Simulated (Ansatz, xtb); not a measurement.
## Ranking isomers of CH2OS

4 gas-phase structures of CH2OS, found in a search over its isomers (lower ones may exist). Each was relaxed with GFN2-xTB; where two conformers were screened, the lower at r2SCAN-D4/def2-SVP is listed:

A. `C1OS1`, a singlet
B. `OC=S`, a singlet
C. `C=S=O`, a singlet
D. `O=CS`, a singlet

**Question.** Estimate their order in r2SCAN-D4/def2-SVP energy at these geometries, lowest first.

**Answer.** Calculated order at r2SCAN-D4/def2-SVP: D (0.0), B (2.4), C (41.1), A (47.7) kcal/mol.

Energies above the lowest of each column, in kcal/mol; the last columns are at B3LYP-D3(BJ)/def2-SVP geometries and were run for some of them only (a dash: not run or not comparable):

```json
{"structure": "D", "GFN2-xTB": "0.0", "HF/STO-3G": "0.0", "r2SCAN-D4/def2-SVP": "0.0", "B3LYP-D3(BJ)/def2-SVP": "0.0", "CCSD(T)/def2-TZVPP": "0.0"}
{"structure": "B", "GFN2-xTB": "2.5", "HF/STO-3G": "14.0", "r2SCAN-D4/def2-SVP": "2.4", "B3LYP-D3(BJ)/def2-SVP": "3.1", "CCSD(T)/def2-TZVPP": "1.2"}
{"structure": "C", "GFN2-xTB": "24.3", "HF/STO-3G": "111.7", "r2SCAN-D4/def2-SVP": "41.1", "B3LYP-D3(BJ)/def2-SVP": "–", "CCSD(T)/def2-TZVPP": "–"}
{"structure": "A", "GFN2-xTB": "18.3", "HF/STO-3G": "21.3", "r2SCAN-D4/def2-SVP": "47.7", "B3LYP-D3(BJ)/def2-SVP": "–", "CCSD(T)/def2-TZVPP": "–"}
```

Every level run on D puts it lowest or level with the lowest. Some further structures that were screened fall inside this span and aren't listed. Flexible structures stand in one conformer each, not always the lowest. Frequencies (B3LYP-D3(BJ)/def2-SVP) were run for B, D alone.

Over these structures GFN2-xTB departs from r2SCAN-D4/def2-SVP by 11.6 kcal/mol on average once a common shift is removed. A GFN2-xTB relaxation took about 0.21 s and the r2SCAN-D4/def2-SVP energy about 2.4 s on a shared host (Ansatz 0.2.0, xtb 6.7.1).
